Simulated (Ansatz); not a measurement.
**CH₂ClFO: one species, many methods**

An exercise on one series of results from a longer session: the logs are not shown, and one member is left open.

Method: functionals in def2-TZVPP, the program's frozen cores in correlated methods; program: Ansatz 0.2.0, Gaussian basis.

Plan: LDA (SPW92), PBE-D4, revPBE-D4, BLYP-D4, r2SCAN-D4, B97M-V, PBE0-D4, B3LYP-D4, r2SCANh-D4, r2SCAN0-D4, HSE06-D4, BHLYP-D4, CAM-B3LYP-D4, LC-ωPBE, ωB97X-V, ωB97M-V, B2PLYP, PBE-QIDH; CCSD(T)/def2-SVP; CCSD(T)/def2-TZVPP; MP2/def2-QZVPP; extrapolation to the limit; RPA on PBE.

### The relaxed structure

An earlier PBE0-D4 in a triple-zeta def2 set relaxation fixed the geometry.

SMILES `OC(F)Cl`, 6 atoms, charge 0, spin multiplicity 1.

Atoms are counted from 1 here; the program's logs count them from 0.

Bond lengths: O1–C2 1.346 Å, O1–H5 0.965 Å, C2–F3 1.357 Å, C2–Cl4 1.794 Å, C2–H6 1.088 Å. Angles: C2–O1–H5 109.3°, O1–C2–F3 111.5°, O1–C2–Cl4 112.4°, O1–C2–H6 109.1°, F3–C2–Cl4 106.8°, F3–C2–H6 109.3°, Cl4–C2–H6 107.6°.

The first run:

The input, in.yaml:

```yaml
crystal:
  periodic: [false, false, false]
  atoms:
    - {symbol: O, position_ang: [0.504013, 0.977058, -0.218336]}
    - {symbol: C, position_ang: [0.086605, -0.212692, 0.253836]}
    - {symbol: F, position_ang: [0.593105, -1.241066, -0.471904]}
    - {symbol: Cl, position_ang: [-1.699426, -0.378660, 0.209471]}
    - {symbol: H, position_ang: [0.156415, 1.106978, -1.109436]}
    - {symbol: H, position_ang: [0.401389, -0.315517, 1.290269]}
basis:
  gaussian: {orbitals: def2-TZVPP}
hamiltonian: {xc: lda}
output: {orbitals: {seedname: orbitals}}
```

Among the steps run: LDA; PBE-D4 (GGA); revPBE-D4 (GGA); BLYP-D4 (GGA); r2SCAN-D4 (meta-GGA); B97M-V (meta-GGA); PBE0-D4 (hybrid); B3LYP-D4 (hybrid); r2SCANh-D4 (hybrid); r2SCAN0-D4 (hybrid); HSE06-D4 (hybrid); BHLYP-D4 (hybrid); CAM-B3LYP-D4 (range-separated); LC-ωPBE (range-separated); ωB97X-V (range-separated); ωB97M-V (range-separated); B2PLYP (double hybrid); PBE-QIDH (double hybrid).

One of the session's tables, all rows but one given; the rest of the session is left out.

It belongs to the step «Frontier levels by functional». 

```
  functional  HOMO (eV)  LUMO (eV)  gap (eV)
 LDA (SPW92)      -7.68      -0.89      6.79
      PBE-D4      -7.50      -0.65      6.86
   revPBE-D4      -7.44      -0.55      6.89
     BLYP-D4      -7.37      -0.60      6.77
   r2SCAN-D4      -7.89      -0.34      7.55
      B97M-V          ?          ?         ?
     PBE0-D4      -9.08       0.46      9.54
    B3LYP-D4      -8.80       0.11      8.92
  r2SCANh-D4      -8.47       0.07      8.54
  r2SCAN0-D4      -9.34       0.68     10.01
    HSE06-D4      -8.67       0.08      8.75
    BHLYP-D4     -10.52       1.44     11.95
CAM-B3LYP-D4     -10.54       1.49     12.03
     LC-ωPBE     -11.97       2.86     14.83
     ωB97X-V     -11.58       2.70     14.28
     ωB97M-V     -11.43       2.37     13.80
```

**Question.** Estimate the row for B97M-V.

As computed: HOMO (eV): -8.01; LUMO (eV): -0.30; gap (eV): 7.71. In the column «HOMO (eV)» it lies between r2SCANh-D4 (-8.47) and r2SCAN-D4 (-7.89).
